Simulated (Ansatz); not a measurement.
**CH3, quartet: the ladder up to full CI**

Geometry: that of the CH3, doublet, kept fixed. The doublet lies 11.9 eV lower here.

```xyz
4

C     0.0000    0.0000    0.0000
H     1.0799    0.0140   -0.0003
H    -0.5521    0.9282   -0.0027
H    -0.5278   -0.9423    0.0031
```

Basis 6-31G; Ansatz 0.2.0. Correlated methods freeze the noble-gas cores, which leaves 7 electrons in 14 orbitals. Prefix R: restricted or restricted open-shell reference; prefix U: unrestricted. Active spaces: valence = (7e, 7o) chosen from the atoms' valence shells.

Full CI is exact within this basis and frozen core; it isn't the basis-set limit. The frozen core follows each run's orbitals, which can shift R against U totals by a few meV.

Coupled cluster chose its determinant by trial CCSD, here up to 0.49 eV above the lowest Hartree–Fock solution of its kind, and MP2 stands on that determinant too.

- UHF ⟨S²⟩: 3.758
- T1 diagnostic (RCCSD): 0.0185
- largest doubles amplitude (RCCSD): 0.251

```csv
level,E − E(full CI) (kJ/mol),share of correlation (%),wall time
RMP2,84.2,69.17,–
RCCSD,12.0,95.60,–
RCCSD(T),3.7,98.65,0.6 s
BCCD(T),3.9,98.57,0.72 s
RCCSDT,0.5,99.83,–
RCCSDT(Q),0.1,99.98,2.5 s
RCCSDTQ,0.0,100.00,11 s
CASSCF (valence space),123.6,54.77,–
NEVPT2 (valence space),41.3,84.90,0.39 s
MRCISD (valence space),17.2,93.69,–
MRCISD+Q (valence space),14.9,94.56,0.81 s
```

The correlation energy at full CI, counted from the determinant under the R cluster runs, is -2.832 eV. That run took 1.2 s on 1 thread of Arm Neoverse V1, shared host over 45,242 determinants.

Run but not shown, since their state, orbitals or frozen core can't be matched to the reference's or they repeat it: RHF, UHF, UMP2, CISD, UCCSD, UCCSD(T), UCCSDT, CISDTQ, UCCSDT(Q), UCCSDTQ.

Times hold each run's SCF and search for its determinant on a shared host, so for small cases they say little of a method's own cost; they ran on 1 thread of Arm Neoverse V1.

The full-CI state has the irrep B1 of C2v, in the program's axes (one component, if the state is degenerate).

Natural occupations of full CI about the gap: 1.952 1.886 1.102 0.995 0.890 0.100 0.040 0.008 0.007 0.006; effectively unpaired electrons, Σ n²(2−n)², 3.05.
